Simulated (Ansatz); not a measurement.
Chalcopyrite ZnGeP₂, treated with PBE (Ansatz, a quantum-chemistry and plane-wave program, PAW).

Numerical settings: plane-wave cutoff 520 eV, 10×10×10 k mesh, Fermi–Dirac smearing 0.01 eV, scalar-relativistic PAW data made under PBE.

The cell is scaled about its equilibrium volume (c/a stays at 1.972):

Shape and atoms are relaxed at each volume.

```csv
V (Å³/atom),P (GPa),direct gap at Γ (eV)
19.681,3.33,1.365
20.091,1.57,1.315
20.501,0.00,1.175
20.911,-1.41,1.041
21.321,-2.66,0.913
```

The gap at Γ does not follow one straight line over these volumes.

Measured, for comparison: band gap 2.05 eV (temperature not stated, no zero-point or thermal correction, pseudodirect, our sources range from 1.80 to 2.20; as tabulated in Rashkeev et al. (1999), arXiv:cond-mat/9809378).

Note: the bulk modulus comes from volumes at which shape and atoms were relaxed.

Spin–orbit coupling is not included.
